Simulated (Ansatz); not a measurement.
# CH2ClF2O2: the cost of one run

Computed with Ansatz 0.2.0. Level: RKS B3LYP-D4/def2-SVPD.

### 1 Where the work starts

SMILES `OC(O)(F)Cl`, 7 atoms, charge 0, spin multiplicity 1.

Atoms are counted from 1 here; the program's logs count them from 0.

Bond lengths: O1–C2 1.372 Å, O1–H6 0.976 Å, C2–O3 1.372 Å, C2–F4 1.365 Å, C2–Cl5 1.824 Å, O3–H7 0.978 Å. Angles: C2–O1–H6 108.5°, O1–C2–O3 114.8°, O1–C2–F4 105.3°, O1–C2–Cl5 111.9°, O3–C2–F4 111.0°, O3–C2–Cl5 105.7°, F4–C2–Cl5 107.9°, C2–O3–H7 107.4°.

As a file:

```xyz
7

O    -1.0254    0.0707    0.6438
C    -0.0533   -0.1073   -0.3081
O     1.2311   -0.1158    0.1752
F    -0.3560   -1.2917   -0.9158
Cl   -0.0947    1.2014   -1.5775
H    -0.9092    0.9534    1.0429
H     1.2688   -0.7786    0.8936
```

This geometry comes from a loose relaxation at PBE in a small basis, which is not shown.

### 4 Plan of the scan

The probe is moved over the molecule's main plane (x and y are the axes of that plane, centred on the molecule).

First coordinate, x of the probe's F atom: 13 values from −4.44 Å. Second coordinate, y of the probe's F atom: 13 values from −4.44 Å.

Nothing else is relaxed (molecule and probe rigid). Energies count from molecule and probe far apart, each relaxed in its own basis (no counterpoise correction). Points are written as (first, second).

The probe F- moves over a plane: the molecule's main plane. The molecule is turned into the frame of its main axes, as the inputs below show.

(The set-up runs are not shown.)

### 5 Grid point (1.48 Å, 2.96 Å)

input.yaml

```yaml
crystal:
  periodic: [false, false, false]
  atoms:
    - { symbol: O, position_ang: [0.72737, 0.809076, -0.905627] }
    - { symbol: C, position_ang: [0.100678, -0.018424, -0.019319] }
    - { symbol: O, position_ang: [0.321356, -1.347569, -0.235414] }
    - { symbol: F, position_ang: [0.551918, 0.352339, 1.202921] }
    - { symbol: Cl, position_ang: [-1.701322, 0.204579, -0.042561] }
    - { symbol: H, position_ang: [0.386616, 0.645288, -1.795551] }
    - { symbol: H, position_ang: [1.278799, -1.500142, -0.244097] }
    - { symbol: F, position_ang: [1.48, 2.96, 0.0] }
total_charge: -1
basis:
  gaussian: { orbitals: def2-SVPD }
hamiltonian:
  xc: { name: B3LYP }
  dispersion: d4
output:
  forces: true
```

On the command line:

```sh
ansatz run input.yaml --threads 1 --pin off --max-ram 2560MiB --backend cpu --events-out ev --progress --plain --runs-dir out
```

Q: Estimate wall time and peak memory on 1 thread of Arm Neoverse N1, shared host.

About 17 s, with a peak of 0.37 GiB.
